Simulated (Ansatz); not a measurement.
A made-up structure of AlBH$_{2}$F, doublet:

```
5
angstrom
F 0.8164 -1.5863 2.4689
B -0.2118 0.4115 -0.6403
Al 0.3313 -0.6437 1.0018
H -1.2556 0.1796 -1.0636
H 0.5629 1.1663 -1.0310
```

It is relaxed with PBE-D4/def2-SVP and then PBE0-D4/def2-TZVP (Ansatz 0.2.0). Atoms count as bonded within 1.22 times the sum of their covalent radii (H–H: 0.88 Å). The end point is not checked to be a true minimum.

(1) Does its bonding change? (A judgement: the text doesn't fix the answer.)

Answers

(1) By the calculation: No: no bond forms or breaks.

Where it ends: The first stage lowers the energy by 0.34 eV in 12 steps. It ends as AlBH₂F ([BH2][Al][F]):
F1  (0.733, -1.430, 2.403)
B2  (-0.232, 0.445, -0.528)
Al3  (0.419, -0.803, 0.916)
H4  (-1.268, 0.153, -1.044)
H5  (0.592, 1.162, -1.011)
(Å)

Labels in which every atom is bracketed show which atoms are joined, not bond orders.

For scale, one of the runs: PBE0-D4/def2-TZVP relaxation, 111 basis functions, launched by `ansatz run in.yaml --threads 2 --pin off --events-out ev --progress --plain --max-ram 4352MiB`. Hardware: 2 CPU threads of a Oxide Virtual Turin-like, shared host. Wall time about 20 s.
